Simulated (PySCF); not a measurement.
Gas-phase reaction: 2 C₃H₆ (propylene) ⇌ 3 C₂H₄

Method: PySCF energies plus ideal-gas RRHO corrections (1 bar). The comparison is the NASA 1993 polynomial table, which mixes measured and estimated data. † marks an energy on the PBE0/def2-TZVP geometry and frequencies; other levels use their own. MP2 and CCSD(T) freeze the core. 6-31G* has spherical d functions here. All species are closed-shell singlets. B3LYP is the form with VWN-RPA correlation. MP2 isn't extrapolated to the basis-set limit. CCSD(T) isn't extrapolated to the basis-set limit.

```json
[
 {"level": "table", "ΔH°(298 K), kJ": "118.1"},
 {"level": "B3LYP/6-31G*", "ΔH°(298 K), kJ": "127.1"},
 {"level": "B3LYP/def2-TZVP†", "ΔH°(298 K), kJ": "?"},
 {"level": "CCSD(T)/def2-SVP†", "ΔH°(298 K), kJ": "123.7"},
 {"level": "HF/6-31G*", "ΔH°(298 K), kJ": "?"},
 {"level": "M06-2X/def2-TZVP†", "ΔH°(298 K), kJ": "125.1"},
 {"level": "MP2/def2-TZVPP†", "ΔH°(298 K), kJ": "?"},
 {"level": "PBE/def2-SVP", "ΔH°(298 K), kJ": "143.0"},
 {"level": "PBE/def2-TZVP†", "ΔH°(298 K), kJ": "?"},
 {"level": "PBE0/def2-SVP†", "ΔH°(298 K), kJ": "151.8"},
 {"level": "PBE0/def2-TZVP", "ΔH°(298 K), kJ": "136.3"},
 {"level": "ωB97M-V/def2-TZVP†", "ΔH°(298 K), kJ": "123.6"}
]
```

Problem. What belongs in the gaps?

Solution. 
- B3LYP/def2-TZVP†, ΔH°(298 K), kJ: 104.8
- HF/6-31G*, ΔH°(298 K), kJ: 113.3
- MP2/def2-TZVPP†, ΔH°(298 K), kJ: 130.1
- PBE/def2-TZVP†, ΔH°(298 K), kJ: 126.6
